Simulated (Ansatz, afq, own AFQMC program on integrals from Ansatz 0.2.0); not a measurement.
BH4⁺, triplet in 6-31G, levels against full CI

```xyz
5

B    -0.0561    0.0563    0.1216
H     0.4164    0.5426    1.1789
H    -0.5419   -0.4146    1.1798
H    -0.5280    0.5277   -0.9427
H     1.2554   -1.2595   -2.7200
```

Basis 6-31G. Noble-gas cores (and the filled d shells of Ga–Kr and In–Xe) are frozen. Ansatz 0.2.0 and our own AFQMC program on the same integrals; the CISD trial comes from CCSD amplitudes, and released means the phaseless constraint is let go. ± is one standard error of the sampling.

Determinant: UHF, the one that the program's search chose, which needn't be the lowest solution. The geometry is a point of a scan.

Full CI on the same integrals is exact in this basis and with this determinant's frozen core.

Cautions: lower spins were not checked.

* T1 diagnostic: 0.0090
* weight of the determinant in the CISD state: 0.958
* ⟨S²⟩ of the determinant: 2.008
* size of the correlated space: 6 electrons in 16 orbitals

```csv
level,correlation energy (eV)
MP2,-1.2194
CCSD,-1.6937
CCSD(T),-1.7140
```

(1) Estimate where full CI lies against CCSD(T) on the same integrals.

(1) 0.9 kJ/mol below CCSD(T).

Reference: full CI, correlation energy -1.724 eV. The released energy is read at 2.40 1/Eh (meV from the phaseless value at times in 1/Eh: -0.5 ± 0.6 at 0.24, -1.1 ± 0.4 at 0.51, -1.5 ± 0.5 at 0.99, -3.4 ± 0.8 at 1.62, -3.5 ± 0.4 at 2.40).

```
         level  E − E(reference) (kJ/mol)  share of correlation (%)
       CCSD(T)                        0.9                     99.43
         CCSDT                        0.0                     99.97
      CCSDT(Q)                        0.0                     99.99
        CCSDTQ                        0.0                    100.00
 ph-AFQMC/CISD                 0.3 ± 0.09                     99.82
released AFQMC                 0.0 ± 0.04                    100.02
```

CCSDT and higher add their correlation energy to the determinant of the CCSD(T) run, since their own runs factorise the integrals more tightly (a shift of under 2 meV). A walk keeps the symmetry of its determinant, which the program's search chose and which needn't be the lowest solution, so a lower state of the same spin and another symmetry isn't excluded. Released energies are given only where the last usable release times agree within the noise; a slower fall can still hide under it.
